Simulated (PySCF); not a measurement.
## Mayer bond orders and bond lengths

CHF3S.
Numbering: `[F:1][C:2]([F:3])([F:4])[SH:5]` (hydrogens: H6 on S5)

Geometry (GFN2-xTB, Å), atoms numbered from 1 in this order:
```
atom  x, y, z in Å
F1    -0.8299    0.3834    1.1105
C2    -0.4283    0.0219   -0.1091
F3    -0.3093    1.1421   -0.8234
F4    -1.3828   -0.7141   -0.6547
S5     1.1393   -0.9159   -0.0555
H6     1.8141    0.0846    0.5106
```

Bond orders from the PBE0/pcSseg-1 density (PySCF). Geometry: GFN2-xTB; no solvent, vibrations or thermal averaging.

(1) Where do the orders between heavy atoms depart from those drawn in the SMILES?

(2) Give the Mayer order of every bond, beside its length.

(3) Sum the orders of all bonds at each heavy atom with more than one neighbour and set the sums beside the valence in the SMILES.

Answers

(1) The largest departure is 0.047, at C2–S5 (drawn single, 1.047).

(2) 
| bond | drawn as | length (Å) | Mayer order |
| --- | --- | --- | --- |
| F1–C2 | single | 1.334 | 1.017 |
| C2–F3 | single | 1.334 | 1.017 |
| C2–F4 | single | 1.323 | 1.033 |
| C2–S5 | single | 1.827 | 1.047 |
| S5–H6 | single | 1.333 | 0.923 |

(3) C2 4.114 (drawn 4), S5 1.970 (drawn 2). Orders between atoms that aren't bonded are not in these sums.

Mayer orders depend on the basis set.

The run behind these numbers computed NMR shieldings as well. Time: 5.8 s of wall time. Hardware: an Arm Neoverse V1 with one thread, no GPU (shared host).
